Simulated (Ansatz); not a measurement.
**AlH₄OS+ (SMILES [AlH2][O][SH2+]): single points off equilibrium**

The task here is to estimate one member of a computed series from the others.

Method: single points in def2-TZVPP; program: Ansatz 0.2.0, Gaussian basis.

Correlated methods freeze the cores. B3LYP uses VWN-RPA correlation.

### The starting structure

SMILES `[AlH2][O][SH2+]`, 7 atoms, charge 1, spin multiplicity 1.

Atoms are counted from 1 here; the program's logs count them from 0.

Bond lengths: Al1–O2 1.701 Å, Al1–H4 1.542 Å, Al1–H5 1.545 Å, O2–S3 1.588 Å, S3–H6 1.358 Å, S3–H7 1.356 Å. Angles: O2–Al1–H4 115.6°, O2–Al1–H5 114.2°, H4–Al1–H5 130.2°, Al1–O2–S3 174.4°, O2–S3–H6 99.9°, O2–S3–H7 98.7°, H6–S3–H7 90.8°.

Geometry (Å):

```xyz
7
charge 1, multiplicity 1
Al   -1.22430    0.50270   -0.84780
O     0.22730    0.02470   -0.10200
S     1.65690   -0.35320    0.47690
H    -1.88310   -0.55260   -1.75940
H    -1.70440    1.91680   -0.45000
H     1.53080    0.12570    1.74160
H     1.37980   -1.60940    0.90520
```

Set-up of the first run:

run/in.yaml reads:

```yaml
crystal:
  periodic: [false, false, false]
  atoms:
    - {symbol: Al, position_ang: [-1.224300, 0.502700, -0.847800]}
    - {symbol: O, position_ang: [0.227300, 0.024700, -0.102000]}
    - {symbol: S, position_ang: [1.656900, -0.353200, 0.476900]}
    - {symbol: H, position_ang: [-1.883100, -0.552600, -1.759400]}
    - {symbol: H, position_ang: [-1.704400, 1.916800, -0.450000]}
    - {symbol: H, position_ang: [1.530800, 0.125700, 1.741600]}
    - {symbol: H, position_ang: [1.379800, -1.609400, 0.905200]}
basis:
  gaussian: {orbitals: def2-TZVPP}
total_charge: 1
correlation: {method: ccsd_t}
output: {forces: true}
```

No record of the launch command was kept for these runs.

Among the steps run: CCSD(T)/def2-TZVPP; PBE0-D4/def2-TZVPP; wB97M-V/def2-TZVPP; r2SCAN-D4/def2-TZVPP; PBE-D4/def2-TZVPP; SPW92/def2-TZVPP; B3LYP-D4/def2-TZVPP.

One of the session's tables, all rows but one given; the rest of the session is left out.

```
   method  RMS force component (eV/Å)  angle to CCSD(T) forces (°)
  CCSD(T)                       0.962                    reference
  PBE0-D4                       1.017                          6.2
  wB97M-V                       1.007                          3.0
r2SCAN-D4                       0.919                          6.6
   PBE-D4                       0.881                         15.5
    SPW92                           ?                            ?
 B3LYP-D4                       0.926                          4.6
```

Q: Estimate the row for SPW92 from the others.

The run gave: RMS force component (eV/Å): 0.921; angle to CCSD(T) forces (°): 18.4. In the column «RMS force component (eV/Å)» it lies between r2SCAN-D4 (0.919) and B3LYP-D4 (0.926).
